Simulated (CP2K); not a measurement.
# CHF2 (difluoromethyl radical), step by step

We compute a structure relaxation (doublet CHF2, GFN2-xTB), then energy and forces (quartet CHF2, GFN2-xTB), then a structure relaxation (quartet CHF2, GFN2-xTB), then energy and gradient (doublet CHF2, GFN2-xTB) of CHF2. 

The calculation is run with CP2K 2026.2.

3 further runs of the same task are left out: 3 set aside as unsound or not needed.

### Step 1. The structure to begin with

The species is CHF2 (4 atoms), meant as a doublet with charge 0. SMILES: `F[CH]F`. The coordinates come from a PBE0-D4/def2-TZVP relaxation. The run starts from this shape.

Bond lengths: F1–C2 1.321 Å, C2–F3 1.321 Å, C2–H4 1.090 Å. Angles: F1–C2–F3 111.3°, F1–C2–H4 114.3°, F3–C2–H4 114.3°.

### Step 2. A structure relaxation at GFN2-xTB (run 1)

File molecule.xyz:

```xyz
4

F     -1.208200     0.264600    -0.141700
C      0.038600     0.063400     0.244400
F      0.433100    -1.166800    -0.029600
H      0.736500     0.838700    -0.073100
```

File calc.inp:

```
&GLOBAL
    PROJECT_NAME calc
    RUN_TYPE GEO_OPT
    PRINT_LEVEL LOW
&END
&MOTION
    &GEO_OPT
        OPTIMIZER LBFGS
        MAX_ITER 100
        MAX_FORCE 4.5E-04
        RMS_FORCE 3.0E-04
    &END
    &PRINT
        &TRAJECTORY
            &EACH
                GEO_OPT 1
            &END
        &END
        &FORCES ON
            &EACH
                GEO_OPT 1
            &END
        &END
        &RESTART OFF
        &END
        &RESTART_HISTORY OFF
        &END
    &END
&END
&FORCE_EVAL
    METHOD QUICKSTEP
    &DFT
        CHARGE 0
        MULTIPLICITY 2
        UKS T
        # Quickstep
        &QS
            METHOD XTB
            EPS_DEFAULT 1.0E-10
            &XTB
                GFN_TYPE TBLITE
                &TBLITE
                    METHOD GFN2
                &END
                CHECK_ATOMIC_CHARGES F
            &END
        &END
        &POISSON
            PERIODIC NONE
            POISSON_SOLVER ANALYTIC
        &END
        &SCF
            SCF_GUESS ATOMIC
            EPS_SCF 1.0E-06
            MAX_SCF 150
            ADDED_MOS 8
            &DIAGONALIZATION
                ALGORITHM STANDARD
            &END
            &MIXING
                METHOD DIRECT_P_MIXING
                ALPHA 0.4
            &END
            &SMEAR ON
                METHOD FERMI_DIRAC
                ELECTRONIC_TEMPERATURE [K] 300
            &END
        &END
        # extra output
        &PRINT
            &MOMENTS
                PERIODIC F
                REFERENCE COM
                MAX_MOMENT 1
            &END
            &MULLIKEN OFF
            &END
            &HIRSHFELD OFF
            &END
        &END
    &END
    &SUBSYS
        # box in angstrom
        &CELL
            ABC [angstrom] 13.9 14 12.4
            PERIODIC NONE
        &END
        &TOPOLOGY
            COORD_FILE_NAME molecule.xyz
            COORD_FILE_FORMAT XYZ
            &CENTER_COORDINATES
            &END
        &END
    &END
&END
```

The run is started by

```
$ OMP_NUM_THREADS=1 cp2k.psmp -i calc.inp -o calc.out
```

The program printed:

```text
CP2K| version string:                                       CP2K version 2026.2
[...]
 GLOBAL| Method name                                                        CP2K
[...]
 GLOBAL| Run type                                                        GEO_OPT
[...]
 *** WARNING in qs_environment.F:2191 :: More ADDED_MOs requested for beta ***
 *** spin than available.                                                  ***
[...]
                             - Atoms:                                          4
[...]
                             - Spherical basis functions:                     13
[...]
 Number of electrons:                                                         10
[...]
  *** SCF run converged in    11 steps ***
[...]
 ENERGY| Total FORCE_EVAL ( QS ) energy [hartree]            -12.029513706403778
[...]
 OPT| Step number                                                              1
[...]
 OPT| Total energy [hartree]                                      -12.0296781544
[...]
 OPT| Step number                                                              5
[...]
 OPT| Total energy [hartree]                                      -12.0298756627
[...]
 OPT| Step number                                                              6
[...]
 OPT| Total energy [hartree]                                      -12.0298756932
[...]
 ***                    GEOMETRY OPTIMIZATION COMPLETED                      ***
[...]
  *** SCF run converged in     1 steps ***
[...]
  Fermi energy:                                                -0.37323930760151
[...]
 TB_DIPOLE| Moment [Debye]          0.92736130       1.08862476       0.32410602
 TB_DIPOLE| Derivative [a.u.]       0.00000000       0.00000000       0.00000000
 ENERGY| Total FORCE_EVAL ( QS ) energy [hartree]            -12.029875693181303
[...]
```

Wall time 1.1 s (1 thread of Intel Xeon 6975P-C (Granite Rapids), shared host); peak memory 0.19 GiB.

Steps, from the record of the run:

| step | energy from the first frame kept (eV) | largest force (eV/Å) |
| --- | --- | --- |
| 1 | 0.0000 | 0.2937 |
| 2 | -0.0014 | 0.2456 |
| 3 | -0.0042 | 0.2163 |
| 4 | -0.0050 | 0.0973 |
| 5 | -0.0054 | 0.0030 |
| 6 | -0.0054 | 0.0006 |
| 7 | -0.0054 | 0.0006 |

After the run. Bond lengths: F1–C2 1.326 Å, C2–F3 1.326 Å, C2–H4 1.080 Å. Angles: F1–C2–F3 111.8°, F1–C2–H4 116.3°, F3–C2–H4 116.3°.

### Step 3. The quartet: energy and forces at GFN2-xTB (run 2)

File molecule.xyz:

```xyz
4

F      5.966055     7.427729     6.014739
C      7.230743     7.232291     6.363162
F      7.618965     5.986176     6.127638
H      7.927637     8.009904     6.089061
```

File qs.inp:

```
&GLOBAL
 PROJECT_NAME qs
 RUN_TYPE ENERGY_FORCE
 PRINT_LEVEL MEDIUM
&END GLOBAL

&FORCE_EVAL
 METHOD QUICKSTEP
 &DFT
  CHARGE 0
  MULTIPLICITY 4
  UKS T
  &QS
   METHOD XTB
   EPS_DEFAULT 1.0E-10
   &XTB
    GFN_TYPE TBLITE
    &TBLITE
     METHOD GFN2
    &END TBLITE
    CHECK_ATOMIC_CHARGES F
   &END XTB
  &END QS
  &POISSON
   PERIODIC NONE
   POISSON_SOLVER ANALYTIC
  &END POISSON
  &SCF
   SCF_GUESS ATOMIC
   EPS_SCF 1.0E-06
   MAX_SCF 150
   ADDED_MOS 4
   &DIAGONALIZATION
    ALGORITHM STANDARD
   &END DIAGONALIZATION
   &MIXING
    METHOD DIRECT_P_MIXING
    ALPHA 0.4
   &END MIXING
  &END SCF
  &PRINT
   &MOMENTS
    PERIODIC F
    REFERENCE COM
    MAX_MOMENT 1
   &END MOMENTS
   &MO ON
    ENERGIES T
    OCCUPATION_NUMBERS T
    NDIGITS 6
    &EACH
     QS_SCF 0
    &END EACH
    ADD_LAST NUMERIC
   &END MO
   &HIRSHFELD OFF
   &END HIRSHFELD
  &END PRINT
 &END DFT
 # structure
 &SUBSYS
  # vacuum box
  &CELL
   ABC [angstrom] 14 14 12.3
   PERIODIC NONE
  &END CELL
  &TOPOLOGY
   COORD_FILE_NAME molecule.xyz
   COORD_FILE_FORMAT XYZ
   &CENTER_COORDINATES
   &END CENTER_COORDINATES
  &END TOPOLOGY
 &END SUBSYS
 &PRINT
  &FORCES ON
  &END FORCES
 &END PRINT
&END FORCE_EVAL
```

The run is started by

```
$ OMP_NUM_THREADS=1 cp2k.psmp -i qs.inp -o qs.out
```

The program printed:

```text
CP2K| version string:                                       CP2K version 2026.2
[...]
 GLOBAL| Method name                                                        CP2K
[...]
 GLOBAL| Run type                                                   ENERGY_FORCE
[...]
                             - Atoms:                                          4
[...]
                             - Spherical basis functions:                     13
[...]
 Number of electrons:                                                         11
[...]
  *** SCF run converged in    11 steps ***
[...]
  Fermi energy:                                                -0.37323944785363
[...]
 TB_DIPOLE| Moment [Debye]          0.92736406       1.08862502       0.32410577
 TB_DIPOLE| Derivative [a.u.]       0.00000000       0.00000000       0.00000000
[...]
 ENERGY| Total FORCE_EVAL ( QS ) energy [hartree]            -12.029875609816619
 FORCES| Atomic forces [hartree/bohr]
 FORCES|   Atom     x               y               z               |f|
 FORCES|      1  1.04615744E-05 -3.56433082E-06  9.02815214E-07   1.10889165E-05
 FORCES|      2 -5.40868574E-06  6.01208950E-06  1.64215351E-06   8.25201610E-06
 FORCES|      3 -2.11703973E-06  1.30302796E-06 -1.86115069E-06   3.10541800E-06
 FORCES|      4 -2.93584894E-06 -3.75078664E-06 -6.83818040E-07   4.81198676E-06
 FORCES| Sum    -4.16333634E-17  3.29593225E-17 -1.90821700E-17
 FORCES| Total atomic force                                       5.64250220E-17
[...]
```

Wall time 0.88 s (1 thread of Intel Xeon 6975P-C (Granite Rapids), shared host); peak memory 0.19 GiB.

### Step 4. The quartet: a geometry optimisation at GFN2-xTB (run 3)

molecule.xyz is that of step 3.

File mol.inp:

```
&GLOBAL
  PROJECT mol
  RUN_TYPE GEO_OPT
  PRINT_LEVEL LOW
&END

&MOTION
  &GEO_OPT
    OPTIMIZER LBFGS
    MAX_ITER 100
    MAX_FORCE 4.5E-04
    RMS_FORCE 3.0E-04
  &END
  ! extra output
  &PRINT
    &TRAJECTORY
      &EACH
        GEO_OPT 1
      &END
    &END
    &FORCES ON
      &EACH
        GEO_OPT 1
      &END
    &END
    &RESTART OFF
    &END
    &RESTART_HISTORY OFF
    &END
  &END
&END

&FORCE_EVAL
  METHOD QS
  &DFT
    MULTIPLICITY 4
    UKS T
    &QS
      METHOD XTB
      EPS_DEFAULT 1.0E-10
      &XTB
        GFN_TYPE TBLITE
        &TBLITE
          METHOD GFN2
        &END
        CHECK_ATOMIC_CHARGES F
      &END
    &END
    &POISSON
      PERIODIC NONE
      POISSON_SOLVER ANALYTIC
    &END
    ! SCF settings
    &SCF
      SCF_GUESS ATOMIC
      EPS_SCF 1.0E-06
      MAX_SCF 150
      ADDED_MOS 4
      &DIAGONALIZATION
        ALGORITHM STANDARD
      &END
      &MIXING
        METHOD DIRECT_P_MIXING
        ALPHA 0.4
      &END
    &END
    &PRINT
      &MOMENTS
        PERIODIC F
        REFERENCE COM
        MAX_MOMENT 1
      &END
      &MULLIKEN OFF
      &END
      &HIRSHFELD OFF
      &END
    &END
  &END
  ! atoms, cell and kinds
  &SUBSYS
    &CELL
      ABC 14 14 12.3
      PERIODIC NONE
    &END
    &TOPOLOGY
      COORD_FILE_NAME molecule.xyz
      COORD_FILE_FORMAT XYZ
      &CENTER_COORDINATES
      &END
    &END
  &END
&END
```

The run is started by

```
$ OMP_NUM_THREADS=1 cp2k.psmp mol.inp > mol.out
```

The program printed:

```text
CP2K| version string:                                       CP2K version 2026.2
[...]
 GLOBAL| Method name                                                        CP2K
[...]
 GLOBAL| Run type                                                        GEO_OPT
[...]
                             - Atoms:                                          4
[...]
                             - Spherical basis functions:                     13
[...]
 Number of electrons:                                                         11
[...]
  *** SCF run converged in    11 steps ***
[...]
 ENERGY| Total FORCE_EVAL ( QS ) energy [hartree]            -12.029875609816619
[...]
 OPT| Step number                                                              1
[...]
 OPT| Total energy [hartree]                                      -12.0298756100
[...]
 ***                    GEOMETRY OPTIMIZATION COMPLETED                      ***
[...]
  *** SCF run converged in     2 steps ***
[...]
  Fermi energy:                                                -0.37323830272392
[...]
 TB_DIPOLE| Moment [Debye]          0.92729544       1.08866886       0.32410502
 TB_DIPOLE| Derivative [a.u.]       0.00000000       0.00000000       0.00000000
 ENERGY| Total FORCE_EVAL ( QS ) energy [hartree]            -12.029875610015511
[...]
```

Run time: 0.95 s. Hardware: 1 thread of Intel Xeon 6975P-C (Granite Rapids), shared host; peak memory 0.19 GiB.

### Step 5. Energy and gradient at GFN2-xTB (run 4)

File molecule.xyz:

```xyz
4

F      6.019219     7.429686     5.975789
C      7.283892     7.234257     6.324213
F      7.672117     5.988137     6.088686
H      7.980788     8.011860     6.050110
```

File run.inp:

```
&GLOBAL
  PROJECT_NAME run
  RUN_TYPE ENERGY_FORCE
  PRINT_LEVEL MEDIUM
&END GLOBAL

&FORCE_EVAL
  METHOD Quickstep
  &DFT
    MULTIPLICITY 2
    LSD T
    &QS
      METHOD XTB
      EPS_DEFAULT 1.0E-10
      &XTB
        GFN_TYPE TBLITE
        &TBLITE
          METHOD GFN2
        &END TBLITE
        CHECK_ATOMIC_CHARGES F
      &END XTB
    &END QS
    &POISSON
      PERIODIC NONE
      POISSON_SOLVER ANALYTIC
    &END POISSON
    &SCF
      SCF_GUESS ATOMIC
      EPS_SCF 1.0E-06
      MAX_SCF 150
      ADDED_MOS 8
      &DIAGONALIZATION
        ALGORITHM STANDARD
      &END DIAGONALIZATION
      &MIXING
        METHOD DIRECT_P_MIXING
        ALPHA 0.4
      &END MIXING
      &SMEAR ON
        METHOD FERMI_DIRAC
        ELECTRONIC_TEMPERATURE [K] 300
      &END SMEAR
    &END SCF
    &PRINT
      &MOMENTS
        PERIODIC F
        REFERENCE COM
        MAX_MOMENT 1
      &END MOMENTS
      &MO ON
        ENERGIES T
        OCCUPATION_NUMBERS T
        NDIGITS 6
        &EACH
          QS_SCF 0
        &END EACH
        ADD_LAST NUMERIC
      &END MO
      &HIRSHFELD OFF
      &END HIRSHFELD
    &END PRINT
  &END DFT
  &SUBSYS
    &CELL
      ABC 14 14 12.3
      PERIODIC NONE
    &END CELL
    &TOPOLOGY
      COORD_FILE_NAME molecule.xyz
      COORD_FILE_FORMAT XYZ
      &CENTER_COORDINATES
      &END CENTER_COORDINATES
    &END TOPOLOGY
  &END SUBSYS
  &PRINT
    &FORCES ON
    &END FORCES
  &END PRINT
&END FORCE_EVAL
```

The run is started by

```
$ OMP_NUM_THREADS=1 cp2k.psmp run.inp > run.out
```

The program printed:

```text
CP2K| version string:                                       CP2K version 2026.2
[...]
 GLOBAL| Method name                                                        CP2K
[...]
 GLOBAL| Run type                                                   ENERGY_FORCE
[...]
 *** WARNING in qs_environment.F:2191 :: More ADDED_MOs requested for beta ***
 *** spin than available.                                                  ***
[...]
                             - Atoms:                                          4
[...]
                             - Spherical basis functions:                     13
[...]
 Number of electrons:                                                         10
[...]
  *** SCF run converged in    11 steps ***
[...]
  Fermi energy:                                                -0.37323828680132
[...]
 TB_DIPOLE| Moment [Debye]          0.92729575       1.08867001       0.32410527
 TB_DIPOLE| Derivative [a.u.]       0.00000000       0.00000000       0.00000000
[...]
 ENERGY| Total FORCE_EVAL ( QS ) energy [hartree]            -12.029875693386538
 FORCES| Atomic forces [hartree/bohr]
 FORCES|   Atom     x               y               z               |f|
 FORCES|      1 -3.34827122E-07 -1.33391914E-06 -1.70110650E-06   2.18751293E-06
 FORCES|      2  3.10800334E-06 -1.06869311E-06  4.12546969E-06   5.27458907E-06
 FORCES|      3 -2.25113202E-06  3.32883743E-06 -1.06362818E-06   4.15692902E-06
 FORCES|      4 -5.22044191E-07 -9.26225181E-07 -1.36073500E-06   1.72685349E-06
 FORCES| Sum    -2.08171052E-17 -1.73476583E-17  3.12250226E-17
 FORCES| Total atomic force                                       4.13436229E-17
[...]
```

It took 0.86 s on 1 thread of Intel Xeon 6975P-C (Granite Rapids), shared host; peak memory 0.19 GiB.

### Step 6. What came out

```
                                                  quantity                                   value
                  run 1, GFN2-xTB: total energy at the end                            -12.02988 Eh
run 1, GFN2-xTB: dipole moment (from atomic charges alone)                                  1.47 D
       run 4, GFN2-xTB: HOMO energy (highest over α and β)                               -10.55 eV
        run 4, GFN2-xTB: LUMO energy (lowest over α and β)                                -9.76 eV
                 run 4, GFN2-xTB: largest force on an atom                              0.000 eV/Å
                                            quartet, run 2  no result (the spin typed was ignored)
                                            quartet, run 3  no result (the spin typed was ignored)
```

The dipole (run 1, GFN2-xTB) comes from point charges on the atoms alone, without atomic dipoles, so it is partial. The optimisation (run 1, GFN2-xTB) took 6 steps and changed the energy by -0.010 eV. The dipole (run 4, GFN2-xTB) comes from point charges on the atoms alone, without atomic dipoles, so it is partial. 2 of the 4 runs ended normally but are set aside, since settings or state are in doubt.
